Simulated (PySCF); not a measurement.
Compound: phosphorus pentafluoride, PF₅.
Structure used (PBE0-D3(BJ)/def2-SVP), in Å, numbered top down from 1:
```xyz
6
PF5 angstrom
F      1.562    0.222   -0.208
P     -0.001    0.017    0.020
F     -0.228    1.561   -0.125
F      0.288   -0.600    1.433
F     -0.061   -0.900   -1.251
F     -1.563   -0.195    0.248
```

Computed with PySCF at CAM-B3LYP/def2-SVPD, non-relativistic, on one gas-phase PBE0-D3(BJ)/def2-SVP geometry that isn't relaxed in the solvent. The solvent is an IEF-PCM continuum (van der Waals radii × 1.2), and excitations are vertical TDDFT with non-equilibrium linear response and a frozen core. Specific hydrogen bonds and non-electrostatic terms are outside this model.

Gas-phase singlets (H = HOMO, L = LUMO):

```
state  E (eV)  λ (nm)      f  leading configuration
   S1  10.131     122  0.000                H→L 89%
   S2  10.154     122  0.000              H-1→L 89%
   S3  10.867     114  0.025              H-2→L 88%
   S4  10.870     114  0.026              H-3→L 88%
   S5  11.345     109  0.150              H-4→L 89%
```

Q: Give the list for chloroform (ε = 4.711), n² = 2.09.

A: 
```csv
state,E (eV),λ (nm),f,leading configuration,change by rank (eV)
S1,10.163,122,0.000,H→L 89%,+0.032
S2,10.185,122,0.000,H-1→L 89%,+0.031
S3,10.904,114,0.031,H-2→L 88%,+0.037
S4,10.908,114,0.033,H-3→L 88%,+0.038
S5,11.316,110,0.182,H-4→L 89%,-0.029
```

Q: The ground-state energy changes by -0.069 eV from gas to chloroform. By how much does the total energy of gas-phase S1 change?

A: E(S1) = E(S0) + excitation energy, so it changes by -0.069 + 0.032 = -0.037 eV: it is lowered less than the ground state, which is what a blue shift means. This is the vertical state, with the slow part of the continuum still set for S0.

Q: How do the frontier levels move from gas to chloroform?

A: 
| orbital | gas (eV) | solvent (eV) | change (eV) | Löwdin shares, gas | Löwdin shares, solvent |
| --- | --- | --- | --- | --- | --- |
| LUMO+2 | 2.36 | 2.50 | +0.14 | F4 24 %, F5 24 %, F3 19 %, F6 12 % | F4 26 %, F5 25 %, F3 17 %, F6 12 % |
| LUMO+1 | 2.33 | 2.48 | +0.15 | F3 26 %, F5 20 %, F4 20 %, F6 12 % | F3 28 %, F5 20 %, F4 19 %, F6 12 % |
| LUMO | 0.19 | 0.34 | +0.15 | P2 41 %, F4 13 %, F5 13 %, F3 13 % | P2 41 %, F4 13 %, F5 13 %, F3 13 % |
| HOMO | -13.97 | -13.84 | +0.13 | F1 30 %, F6 29 %, F5 21 %, F4 20 % | F1 29 %, F6 28 %, F5 22 %, F4 20 % |
| HOMO-1 | -13.98 | -13.85 | +0.13 | F1 30 %, F6 29 %, F3 27 %, F4 8 % | F1 29 %, F6 28 %, F3 28 %, F4 8 % |
| HOMO-2 | -14.62 | -14.51 | +0.11 | F6 42 %, F1 42 %, F4 5 %, F5 5 % | F6 42 %, F1 42 %, F5 5 %, F4 5 % |
| HOMO-3 | -14.62 | -14.51 | +0.11 | F6 43 %, F1 42 %, F5 5 %, F4 5 % | F6 43 %, F1 42 %, F5 5 %, F4 5 % |

The HOMO–LUMO gap goes from 14.16 to 14.17 eV. Shares within a degenerate set are those of one arbitrary member.
